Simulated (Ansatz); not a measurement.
Geometry optimisation, UKS BHLYP-D4/def2-mTZVP in Ansatz 0.2.0.

Input:

```yaml
crystal:
  periodic: [false, false, false]
  atoms:
    - { symbol: Cl, position_ang: [0.0866, -1.5943, -1.3001] }
    - { symbol: Si, position_ang: [0.0251, 0.3069, 0.2484] }
    - { symbol: H, position_ang: [-0.9719, -0.6582, -0.4071] }
    - { symbol: H, position_ang: [0.621, 1.1639, -0.7654] }
    - { symbol: H, position_ang: [-0.7714, 1.1605, 1.1534] }
    - { symbol: H, position_ang: [1.0106, -0.3788, 1.0708] }
magnetization:
  spin_polarized: true
  initial_magnetization: 1
basis:
  gaussian: { orbitals: def2-mTZVP }
hamiltonian:
  xc: { name: BHLYP }
  dispersion: d4
relax:
  f_tol: 0.15
  max_steps: 25
  restrain:
    - { distance: [0, 2], at: 2.63, k: 30.0 }
    - { distance: [1, 0], at: 2.13, k: 30.0 }
output:
  orbitals: {}
```

Run as:

```bash
$ ansatz run input.yaml --threads 2 --pin off --max-ram 3072MiB --backend cpu --events-out ev --progress --plain --runs-dir out
```

Task: Where does it end, and by what steps?

Result: The forces met the threshold. The restraints hold the end off the free minimum. After 10 steps the energy has fallen by 0.699 eV (the restraints' own energy left out); H5 moved furthest, 0.83 Å. Parted: Si2–H5 (1.48 → 2.94 Å).

| step | energy less start (eV) | largest force component (eV/Å) | accepted |
| --- | --- | --- | --- |
| 0 | 0.0000 | 1.615 | yes |
| 1 | -0.1402 | 1.586 | yes |
| 2 | -0.0033 | 1.242 | yes |
| 3 | 0.0005 | 0.698 | yes |
| 4 | -0.2644 | 1.032 | yes |
| 5 | -0.4191 | 0.611 | yes |
| 6 | -0.5207 | 1.325 | yes |
| 7 | -0.6182 | 0.885 | yes |
| 8 | -0.6719 | 0.986 | yes |
| 9 | -0.6935 | 0.728 | yes |
| 10 | -0.6990 | 0.739 | yes |

```xyz
6
Properties=species:S:1:pos:R:3
Cl 0.624 -1.758 -1.555
Si 0.159 -0.224 -0.204
H -1.252 -0.497 -0.153
H 0.494 1.081 -0.776
H -0.877 1.834 1.620
H 0.853 -0.435 1.068
```

The run took 9.3 s on 2 threads of Intel(R) Xeon(R) Platinum 8488C (Sapphire Rapids), with other jobs on the host, peak memory 0.15 GiB.
